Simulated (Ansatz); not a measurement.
# PO (Phosphorus monoxide): UCAM-B3LYP/cc-pVTZ

What is the vertical doublet–quartet gap of PO (Phosphorus monoxide) at UCAM-B3LYP/cc-pVTZ? 

The results are computed with Ansatz 0.2.0.

35 further runs of the same task are left out: 35 set aside as unsound or not needed.

## Step 1: The structure to begin with

PO has 2 atoms, charge 0, and is taken as a doublet. As SMILES, `O=[P]`. The shape is that of a PBE0-D4/def2-TZVP optimisation.

Bond lengths: O1–P2 1.474 Å.

## Step 2: A single-point energy at UCAM-B3LYP/cc-pVTZ

The input, in.yaml:

```yaml
crystal:
  periodic: [false, false, false]
  atoms:
    - {symbol: O, position_ang: [0.000000, -0.000000, -0.009450]}
    - {symbol: P, position_ang: [-0.000000, 0.000000, 1.464540]}
basis:
  gaussian:
    orbitals: cc-pVTZ
magnetization:
  spin_polarized: true
  initial_magnetization: 1
hamiltonian:
  xc: {name: CAM-B3LYP}
accuracy: high
output: {orbitals: {seedname: orbitals}}
```

Run with:

```
ansatz run in.yaml --threads 1 --pin off --max-ram 3480MiB --events-out events.jsonl --progress --plain --runs-dir runs
```

The log of the run:

```text
Warning: RAYON_NUM_THREADS=1 ignored (pool sized by the plan → 1); use --threads N
Functional definition: CAM-B3LYP
  name "CAM-B3LYP"
  parameter alpha = 0.19
  parameter beta = 0.46
  parameter omega = 0.33/bohr
  parameter ac = 0.81
  exchange = (1 - alpha - beta)*b88_x + beta*b88_x_sr(omega) + alpha*exact_x + beta*exact_x_lr(omega)
  correlation = (1 - ac)*vwn5_c + ac*lyp_c
886 factors; integrals over basis functions are off by at most 4.0e-9 eV
206 factors; integrals over basis functions are off by at most 1.6e-9 eV
mean field evaluation 1: about -11330.0754 eV, gradient 3.9e1 eV
mean field evaluation 2: about -11307.5288 eV, gradient 8.4e1 eV
mean field evaluation 4: about -11335.3285 eV, gradient 9.7e-1 eV
mean field evaluation 8: about -11335.4062 eV, gradient 4.2e-2 eV
mean field evaluation 16: about -11335.4062 eV, gradient 2.2e-4 eV
mean field -11335.40618477 eV, -416.5684938761 hartree, gradient 7.5e-9 eV, S^2 0.755269; 0 other end points of the search recorded, 0 dependent functions left out
reference -11335.40619658 eV, -416.5684943100 hartree; 12, 11 occupied and 52, 53 virtual orbitals, 886 factors
Total energy: -11335.40619658 eV, -416.5684943100 hartree
```

Run time: 3.6 s. Hardware: 1 thread of Arm Neoverse V2, shared host; peak memory 0.16 GiB.

## Step 3: The quartet, same level

The input, molecule.yaml:

```yaml
crystal:
  periodic: [false, false, false]
  atoms:
    - {symbol: O, position_ang: [0.000000, -0.000000, -0.009450]}
    - {symbol: P, position_ang: [-0.000000, 0.000000, 1.464540]}
basis:
  gaussian:
    orbitals: cc-pVTZ
magnetization:
  spin_polarized: true
  initial_magnetization: 3
hamiltonian:
  xc: {name: CAM-B3LYP}
accuracy: high
output:
  orbitals: {seedname: orbitals}
```

Run with:

```
ansatz run molecule.yaml --threads 1 --pin off --max-ram 3480MiB --events-out events.jsonl --progress --plain --runs-dir runs
```

The log of the run (excerpt; [...] marks lines left out):

```text
Warning: RAYON_NUM_THREADS=1 ignored (pool sized by the plan → 1); use --threads N
Functional definition: CAM-B3LYP
  name "CAM-B3LYP"
[...]
886 factors; integrals over basis functions are off by at most 4.0e-9 eV
206 factors; integrals over basis functions are off by at most 1.6e-9 eV
[...]
mean field -11331.06606500 eV, -416.4089974164 hartree, gradient 5.5e-8 eV, S^2 3.760292; 1 other end points of the search recorded, 0 dependent functions left out
reference -11331.06607668 eV, -416.4089978454 hartree; 13, 10 occupied and 51, 54 virtual orbitals, 886 factors
Total energy: -11331.06607668 eV, -416.4089978454 hartree
```

Run time: 5.1 s. Hardware: 1 thread of Arm Neoverse V2, shared host; peak memory 0.17 GiB.

## Step 4: Outcome

At UCAM-B3LYP/cc-pVTZ:

| quantity | value |
| --- | --- |
| doublet: total energy | -416.56849 Eh |
| doublet: HOMO energy (highest over α and β) | -7.05 eV |
| doublet: LUMO energy (lowest over α and β) | -2.01 eV |
| doublet: ⟨S²⟩ | 0.755 |
| quartet: total energy | -416.40900 Eh |
| quartet: HOMO energy (highest over α and β) | -7.58 eV |
| quartet: LUMO energy (lowest over α and β) | -6.32 eV |
| quartet: ⟨S²⟩ | 3.760 |
| vertical energy of the quartet above the doublet | 4.340 eV |

At this shape the quartet lies 4.34 eV (419 kJ/mol) above the doublet.
